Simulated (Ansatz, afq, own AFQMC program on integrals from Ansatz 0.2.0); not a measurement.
# Atomization energy of CHO, doublet

```yaml
atoms:
  - { symbol: O, position_ang: [0.0000, -0.1013, 0.5002] }
  - { symbol: C, position_ang: [0.0000, 0.0736, -0.7526] }
  - { symbol: H, position_ang: [0.0000, 0.7302, 1.0271] }
```

Connectivity, by distances: OH–C.

Atoms in their ground-state spins without spin–orbit coupling (mostly on UHF) minus the molecule (UHF), without zero-point energy. The geometry is a stationary point, not shown to be a minimum.

Basis cc-pVQZ. Only valence electrons are correlated. AFQMC by an in-house program on the Cholesky factors that Ansatz 0.2.0 writes for its CCSD(T) run. ph-AFQMC/CISD is guided by a CISD state made of CCSD amplitudes; releasing the constraint for a short imaginary time cuts its bias at the price of noise, slowly where states lie close. Free AFQMC starts from the CCSD state and is never constrained. Its projection time is finite, and what remains of the start isn't in its error. Uncertainties: one standard error, sampling alone. The errors of all members are added in quadrature.

No full CI on the walks' own integrals is used here. The released AFQMC energy serves as the reference, which it does only where one determinant dominates, the energy is flat over the last release times and near the phaseless one (40 meV or 2 meV an electron, half that with transition metals). On small molecules, where full CI could be run and the noise was under 10 meV, such values lay within 10 meV of it in 19 cases of 20, a flattering rate, since the rule was set on those same cases; what remains of the bias isn't in the error bar. Each member takes its own surest rung, up to full CI.

Errors are counted within cc-pVQZ, not against nature.

Cautions: CHO (doublet): the released value is read at 1.62 1/Eh, later times being too noisy (meV from the phaseless value at times in 1/Eh: -14 ± 6 at 0.24, -9 ± 6 at 0.51, -2 ± 6 at 0.99, 1 ± 8 at 1.62, -21 ± 15 at 2.40).

| level | atomization energy (kcal/mol) |
| --- | --- |
| CCSD | 227.1 |
| HF | 150.6 |

**Question.** From these cheaper values, estimate the atomization energy at the reference level in cc-pVQZ.

**Answer.** 233.2 ± 0.2 kcal/mol (AFQMC with the constraint released in cc-pVQZ).

```csv
level,atomization energy (kcal/mol),error against released AFQMC (kcal/mol)
MP2,240.3,7.1 ± 0.2
CCSD(T),233.4,0.2 ± 0.2
ph-AFQMC/HF,238.4 ± 1.2,5.2 ± 1.2
ph-AFQMC/CISD,233.5 ± 0.2,0.3 ± 0.2
free AFQMC,233.4 ± 0.4,0.2 ± 0.5
```

Correlation beyond CCSD(T) changes it by less than twice the noise. The perturbative (T) step is worth +6.3 kcal/mol.

Free projections are given only where their last times agree within the noise and don't stop above the reference; a slow remainder of the start can still hide under it. A walk keeps the symmetry of its determinant, which the program's search chose and which needn't be the lowest solution, so a lower state of the same spin and another symmetry isn't excluded. Released energies are given only where the last usable release times agree within the noise; a slower fall can still hide under it.
